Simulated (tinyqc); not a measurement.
Ways to converge the cycle: SCF convergence aids in the sto-3g basis, for LiH+, spin multiplicity 2. Computed by the program tinyqc with PySCF. UHF with one setting changed at a time; a run stops when the energy changes by less than 1e-09 hartree and the error matrix is below 1e-5. The start is the core Hamiltonian. Damping d keeps d of the old density; a shift (hartree) raises the virtual levels; DIIS n extrapolates F over n matrices.

Geometry (angstrom):
```
atom       x       y       z
Li    0.0000  0.0000  0.0000
H     0.0000  0.0000  2.6170
```

lowest solution found by these runs and by PySCF with stability checks = -7.614244 hartree

Largest element of the error matrix X^T (FDS - SDF) X:
```
iteration    plain  damping 0.3  damping 0.6  shift 0.4   DIIS 3   DIIS 8
1          1.2e-01      1.2e-01      1.2e-01    1.2e-01  1.2e-01  1.2e-01
2          7.5e-02      8.8e-02      1.0e-01    1.1e-01  7.5e-02  7.5e-02
3          3.4e-02      5.7e-02      8.3e-02    8.5e-02  2.2e-02  2.2e-02
4          1.5e-02      3.6e-02      6.7e-02    6.1e-02  1.3e-04  1.3e-04
5          6.3e-03      2.2e-02      5.3e-02    4.2e-02  2.3e-05  1.8e-05
6          2.7e-03      1.3e-02      4.2e-02    2.8e-02  1.4e-06  1.1e-06
8          5.0e-04      4.8e-03      2.5e-02    1.3e-02        -        -
10         9.4e-05      1.7e-03      1.5e-02    5.7e-03        -        -
14         3.2e-06      2.2e-04      5.5e-03    1.1e-03        -        -
20               -      1.1e-05      1.2e-03    9.8e-05        -        -
30               -            -      8.7e-05          -        -        -
```

How each run ends:
```
run          iterations  E (hartree)         state
plain                14     -7.61424  lowest found
damping 0.3          22     -7.61424  lowest found
damping 0.6          42     -7.61424  lowest found
shift 0.4            26     -7.61424  lowest found
DIIS 3                6     -7.61424  lowest found
DIIS 8                6     -7.61424  lowest found
```

What does the comparison show, and why?

6 of 6 runs reach the lowest solution found, in 6 to 42 iterations (fastest: DIIS 3, DIIS 8). Plain steps already contract here, so damping only slows them. DIIS 3 and DIIS 8 gain by cancelling the error over several earlier matrices, much as a quasi-Newton step does.
